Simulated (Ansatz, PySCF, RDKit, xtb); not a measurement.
# Solving Si2H6O, step by step

Given the formula Si2H6O and nothing else, which arrangement of the atoms is the most stable in the gas at 400 K, and what are its properties?

Plan: many cheap relaxations first (GFN2-xTB), then density-functional screening, relaxation at PBE-D3(BJ)/def2-SVP, vibrations and a final energy. The numbers are computed, not measured.

4 further runs of the same task are left out: 4 set aside as unsound or not needed.

## (1) Possible bonding patterns

A program enumerates the bonding patterns with one Lewis structure each (two rings at most, one unusual centre or charged pair), with their diastereomers. O–O, O–halogen and N–halogen bonds and N–N–N chains are not drawn. That gives 4 candidates.

| label | SMILES | spin |
| --- | --- | --- |
| c101 | O[SiH2][SiH3] | singlet |
| c317 | [SiH2-][OH+][SiH3] | singlet |
| c627 | [OH2+][SiH-][SiH3] | singlet |
| c639 | [SiH3]O[SiH3] | singlet |

Candidates are built by distance geometry, with a force field where one applies, in up to four conformers (letters a to d). 4 starts with atoms placed at random are added, to find patterns that the rules miss.

Q: Predict the outcome of this search (final energies at CCSD(T)/def2-TZVP).

| quantity | value |
| --- | --- |
| lowest structure found | [SiH3]O[SiH3], singlet, Cs |
| next finalist | O[SiH2][SiH3], singlet, 28.1 kcal/mol higher in G |
| share at equilibrium, among the finalists | 100.0 % |
| harmonic wavenumbers, lowest and highest (PBE-D3(BJ)/def2-SVP) | 44 and 2195 cm⁻¹ |
| rotational constants, same geometry | 1.068, 0.0976, 0.09556 cm⁻¹ |
| dipole moment (PBE0/def2-TZVPD) | 0.40 D |
| HOMO energy (PBE0/def2-TZVPD) | -8.71 eV |
| LUMO energy (PBE0/def2-TZVPD) | -0.51 eV |
| HOMO–LUMO gap (PBE0/def2-TZVPD) | 8.20 eV |
| lowest excitation (TD-CAM-B3LYP/def2-SVPD) | 7.14 eV (f = 0.000) |
| strongest of the states computed, same level | 8.61 eV (f = 0.160) |
| lowest triplet excitation, same level, Tamm-Dancoff | 6.78 eV |
| vertical ionisation energy | 10.71 eV |
| vertical electron affinity | -0.88 eV (unbound: the value depends on the basis) |
| vertical triplet less singlet | +6.49 eV |

The search ends on `[SiH3]O[SiH3]`. The margin of 28.1 kcal/mol over the next finalist is beyond the usual error of the last level; it says nothing of structures that weren't ranked. PBE-D3(BJ)/def2-SVP, HF/def2-TZVP and MP2/def2-TZVP already put its bonding pattern lowest among the structures in one piece. Lowest found is not proven lowest: the search is finite, and each finalist counts with one conformer. Patterns outside the rules of the enumeration were met only by chance. The lowest isomer need not be the one that is made and kept in a bottle, which depends on barriers.
